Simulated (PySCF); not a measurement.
From results back to the method.

C2H5NOS.
SMILES: `NC(=O)CS`

The closed-shell ground state was solved 7 times with PySCF (density fitting, gas phase), always in the pcSseg-2 basis (257 functions), with these functionals: B3LYP, B97-2, HF, LC-wPBE, LDA, PBE0 and wB97X-D. The structure is a single PBE0-D3(BJ)/def2-SVP conformer in the gas phase; no vibrational or solvent corrections.

```
row  total energy (Eh)  HOMO (eV)  LUMO (eV)  dipole (D)
  P          -604.4580      -5.91      -1.18        2.61
  Q          -607.2749      -9.92       1.89        2.74
  R          -605.6002     -10.37       2.37        2.97
  S          -607.1397      -7.18      -0.17        2.67
  T          -607.4438      -9.06       1.59        2.71
  U          -607.4663      -6.91      -0.16        2.66
  V          -607.5382      -6.95      -0.47        2.71
```

Question: Which functional belongs to which row?

Answer: P = LDA, Q = LC-wPBE, R = HF, S = PBE0, T = wB97X-D, U = B97-2, V = B3LYP. By rising HOMO–LUMO gap: LDA (LDA) 4.73 eV; B3LYP (global hybrid, 20 % exact exchange) 6.48 eV; B97-2 (global hybrid, 21 % exact exchange) 6.75 eV; PBE0 (global hybrid, 25 % exact exchange) 7.01 eV; wB97X-D (range-separated hybrid) 10.65 eV; LC-wPBE (range-separated hybrid) 11.81 eV; HF (all exact exchange) 12.74 eV. Total energies of different functionals aren't bounds to one another; each is stationary for its own functional.

Conformer computed: `[NH2:1][C:2](=[O:3])[CH2:4][SH:5]`: N1–C2–C4–S5 -21°, H–N1–C2–O3 -1°, H–N1–C2–O3 -177°, H–S5–C4–C2 -71°.

Note: wB97X-D ran without an empirical dispersion term, which enters the total energy and its gradient alone.
